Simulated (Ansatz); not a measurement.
A calculation with Ansatz (development build ahead of 0.2.0).

```yaml
crystal:
  periodic: [false, false, false]
  atoms:
    - { symbol: Cl, position_ang: [0.0, 0.0, -0.6144] }
    - { symbol: F, position_ang: [0.0, 0.0, 1.16054] }
basis:
  gaussian: { orbitals: def2-TZVP }
hamiltonian:
  xc: hf
correlation:
  method: mp2
  frozen_orbitals: { Cl: 5, F: 1 }
```

The input is written out in the form of the current development build from the run's settings.

The run gave:

```
Converged                       : yes
Reference energy                : -558.88328 hartree
Correlation energy              : -0.44928 hartree
Total energy                    : -559.33255 hartree
Spin squared of the determinant : 0.000
```
